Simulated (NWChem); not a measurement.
Species: nitrogen (N₂); SMILES N#N

Program: NWChem. Pople sets run with spherical d functions. Geometry: optimised at PBE0/def2-SVP. B3LYP is NWChem's, with the RPA form of VWN correlation.

### Question
Among these, which level gives the highest value of “highest occupied level (eV)”?
A. B3LYP/def2-SVP
B. B3LYP/STO-3G
C. B3LYP/3-21G
D. B3LYP/def2-TZVP

### Answer
B, B3LYP/STO-3G. Values: B3LYP/def2-TZVP -11.92; B3LYP/def2-SVP -11.71; B3LYP/3-21G -10.99; B3LYP/STO-3G -9.44
